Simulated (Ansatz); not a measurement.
(H2Al-mu-H)2 (Al₂H₆). Total charge 0; triplet. Geometry PBE0-D4/def2-TZVP, that of the neutral singlet.

```xyz
8

Al    0.3805    1.2386   -0.0944
H     0.7993    1.7116   -1.5397
H     0.3648    2.0768    1.2418
H     1.0920   -0.3185    0.2187
Al   -0.3800   -1.2386    0.0958
H    -0.3590   -2.0609   -1.2501
H    -0.8036   -1.7290    1.5340
H    -1.0939    0.3200   -0.2061
```

At PBE0-D4/def2-TZVP a singlet of charge 0 lies 5.97 eV below the triplet at the same geometry.

Estimate the α-spin orbital energies around the gap (eV) in Ansatz with PBE-D4/def2-TZVP, r2SCAN-D4/def2-TZVP, PBE0-D4/def2-TZVP.


| orbital | PBE-D4/def2-TZVP | r2SCAN-D4/def2-TZVP | PBE0-D4/def2-TZVP |
| --- | --- | --- | --- |
| HOMO−5 | -10.60 | -11.10 | -12.24 |
| HOMO−4 | -8.94 | -9.40 | -10.41 |
| HOMO−3 | -8.82 | -9.22 | -10.20 |
| HOMO−2 | -8.64 | -9.11 | -10.10 |
| HOMO−1 | -8.52 | -8.93 | -9.84 |
| HOMO | -2.49 | -2.65 | -3.00 |
| LUMO | -1.17 | -1.03 | -0.39 |
| LUMO+1 | -0.96 | -0.73 | -0.21 |
| LUMO+2 | -0.84 | -0.51 | -0.05 |
| LUMO+3 | -0.56 | -0.45 | 0.00 |
| LUMO+4 | -0.02 | 0.44 | 0.69 |
| LUMO+5 | 0.93 | 1.42 | 1.74 |
| β HOMO | -8.12 | -8.28 | -8.81 |
| β LUMO | -7.76 | -7.91 | -7.51 |
